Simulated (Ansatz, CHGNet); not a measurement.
For zinc-blende CdSe, the machine-learned potential CHGNet-r²SCAN (trained on r²SCAN data) gives:

```
Quantity                    Result
------------------  --------------
lattice constant a         6.135 Å
formation enthalpy  -0.737 eV/atom
```

### Question
What does HSE06 in Ansatz (plane waves, PAW) give for the same quantities?

### Answer

- lattice constant a: 6.144 Å (rises by 0.1 %)
- formation enthalpy: -0.758 eV/atom (moves by -0.021 eV/atom)

For comparison: lattice constant a 6.077 Å (measured, room temperature, not corrected to a static lattice, sources range from 6.052 to 6.084; as tabulated in arXiv:1206.3780).

Changes are worked out from the printed values.

Unless a cell is named, each level is at its own relaxed cell (CHGNet-r²SCAN 28.86, HSE06 28.99 Å³/atom).

Caveats: hybrids on metals are sensitive to the k mesh and can open a false gap (HSE06). Ansatz's density-functional and Hartree–Fock values are scalar-relativistic unless marked +SOC, with PAW data made under PBE.

Ansatz is a quantum-chemistry and plane-wave program.
